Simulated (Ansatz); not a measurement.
Start from `C=C=C(C)Cl` and change one element to get `C=C=C(C)F`.

Ansatz, PBE0-D4/def2-TZVP geometries, multiplicity 1. 

| property | `C=C=C(C)Cl` |
| --- | --- |
| size of the dipole moment (ωB97M-V/def2-TZVPP) / D | 1.70 |
| HOMO energy (ωB97M-V/def2-TZVPP) / eV | -9.26 |
| HOMO energy (PBE/def2-TZVPP) / eV | -5.92 |
| size of the dipole moment (B3LYP/def2-TZVPP) / D | 1.68 |
| zero-point energy (PBE0-D4/def2-TZVP) / kJ/mol | 197.9 |
| LUMO energy (PBE/def2-TZVPP) / eV | -1.58 |

Task: What does the change do to each property? (An estimate is asked.)

Result: The calculation gave: 
```tsv
property	`C=C=C(C)F`	shift
size of the dipole moment (ωB97M-V/def2-TZVPP) / D	1.72	0.02
HOMO energy (ωB97M-V/def2-TZVPP) / eV	-9.30	-0.04
HOMO energy (PBE/def2-TZVPP) / eV	-5.85	0.07
size of the dipole moment (B3LYP/def2-TZVPP) / D	1.72	0.04
zero-point energy (PBE0-D4/def2-TZVP) / kJ/mol	201.6	3.7
LUMO energy (PBE/def2-TZVPP) / eV	-1.39	0.19
```

Dipoles are sizes alone; their direction can turn.

B3LYP here is the variant with VWN-RPA as its local correlation; programs differ in this.
